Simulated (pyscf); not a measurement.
## Substitution at C: `[CH3][In]([CH3])[CH3]` + `[CH3]` [doublet] → `[CH3][CH3]` + `[CH3][In][CH3]` [doublet]

Gas phase, doublet surface, charge 0. Bonds broken: C1–In2. Bonds formed: C1–C14. PySCF, gas phase, ωB97X-D3(BJ)/def2-SVP geometries.

Transition state (Å):

```xyz
17

C      0.8310     0.0356    -0.4408
In    -0.9139     1.3719     0.6351
C     -2.9450     0.5968     0.8643
C     -0.4154     3.1640     1.7834
H      0.9907    -0.4673     0.5149
H      1.4432     0.8963    -0.7024
H      0.1565    -0.4054    -1.1720
H     -3.1650     0.4347     1.9327
H     -3.6684     1.3376     0.4847
H     -3.0993    -0.3494     0.3250
H     -1.0786     3.9930     1.4853
H      0.6281     3.4812     1.6404
H     -0.5821     2.9750     2.8572
C      2.3713    -1.2086    -1.2110
H      2.4572    -0.9141    -2.2638
H      2.0059    -2.2327    -1.0674
H      3.2569    -0.9666    -0.6111
```

One imaginary mode, 1064i cm⁻¹; descent along it reached the two sides named.

```tsv
bond	change	reactant side (Å)	saddle	product side
C1–In2	breaks	2.163	2.447	3.2
C1–C14	forms	3.7	2.125	1.526
```

Electronic energies relative to the separated reactants (kcal/mol):

```json
[
 {"level": "ωB97X-D3(BJ)/def2-TZVP", "barrier": "25.9", "reaction energy": "-28.9", "reverse barrier": "54.8"},
 {"level": "PBE/def2-TZVP", "barrier": "14.0", "reaction energy": "-33.9", "reverse barrier": "47.9"},
 {"level": "r²SCAN/def2-TZVP", "barrier": "19.3", "reaction energy": "-29.6", "reverse barrier": "48.9"},
 {"level": "B3LYP-D3(BJ)/def2-TZVP", "barrier": "18.7", "reaction energy": "-32.5", "reverse barrier": "51.1"},
 {"level": "PBE0-D3(BJ)/def2-TZVP", "barrier": "20.0", "reaction energy": "-32.0", "reverse barrier": "52.0"},
 {"level": "M06-2X/def2-TZVP", "barrier": "21.9", "reaction energy": "-33.9", "reverse barrier": "55.8"},
 {"level": "ωB97M-D3(BJ)/def2-TZVP", "barrier": "24.5", "reaction energy": "-31.7", "reverse barrier": "56.3"},
 {"level": "HF/def2-TZVP", "barrier": "40.5", "reaction energy": "-26.3", "reverse barrier": "66.7"}
]
```

With ωB97M-D3(BJ)/def2-TZVP energies and thermal terms (ideal gas, 1 atm, RRHO with modes under 100 cm⁻¹ raised to 100, one conformer, R ln 2 for chiral ones without a mode under 150 cm⁻¹), in kcal/mol:

| T (K) | ΔH‡ | ΔG‡ | ΔH | ΔG |
|---|---|---|---|---|
| 298 | 26.4 | 36.2 | -27.5 | -26.2 |
| 600 | 26.5 | 46.1 | -29.1 | -24.1 |
| 900 | 26.9 | 55.9 | -29.9 | -21.4 |
| 1200 | 27.4 | 65.4 | -30.4 | -18.5 |

This is the saddle that the search found; another between the same sides may lie lower. The angle at the attacked C is 175°. Elements past Kr carry the def2 core potentials, without spin-orbit coupling.
